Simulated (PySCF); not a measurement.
Molecule: `InChI=1S/H5P3/c1-3-2/h3H,1-2H2`.

Molfile (atoms numbered from 1):
```
H5P3
     RDKit          3D

  8  7  0  0  0  0  0  0  0  0999 V2000
    1.6980   -0.1763   -0.1757 P   0  0  0  0  0  0  0  0  0  0  0  0
   -0.0123   -0.5005    1.2455 P   0  0  0  0  0  0  0  0  0  0  0  0
   -1.6075   -0.3563   -0.3290 P   0  0  0  0  0  0  0  0  0  0  0  0
    1.6268    1.2483   -0.0618 H   0  0  0  0  0  0  0  0  0  0  0  0
    2.6824   -0.2633    0.8589 H   0  0  0  0  0  0  0  0  0  0  0  0
    0.0700   -1.9250    1.1209 H   0  0  0  0  0  0  0  0  0  0  0  0
   -1.7179    1.0646   -0.2016 H   0  0  0  0  0  0  0  0  0  0  0  0
   -2.6665   -0.5764    0.6074 H   0  0  0  0  0  0  0  0  0  0  0  0
  1  2  1  0
  2  3  1  0
  1  4  1  0
  1  5  1  0
  2  6  1  0
  3  7  1  0
  3  8  1  0
M  END
```

Geometry PBE0-D3(BJ)/def2-SVP throughout; GIAO in PySCF 2.14.0 with density-fitted response routines, gas phase, one conformer, non-relativistic; equivalent atoms averaged; basis pcSseg-2.

For orientation, OPBE gives these shifts δ (against H3PO4, TMS at the same level): P2 -161.1, P1/P3 -206.5, H4/H5/H7/H8 2.78, H6 3.06 ppm.

A run gave: P2 -169.9, P1/P3 -187.5, H4/H5/H7/H8 2.59, H6 2.37 ppm (shifts δ (against H3PO4, TMS at the same level)).

Which functional was used in that run?
A. BLYP
B. KT3
C. BP86
D. mPW1PW91
E. HF

## Answers

E. H6 tells them apart best: HF gives 2.37, mPW1PW91 gives 2.82, BP86 gives 2.99, KT3 gives 2.84, BLYP gives 2.87 ppm.
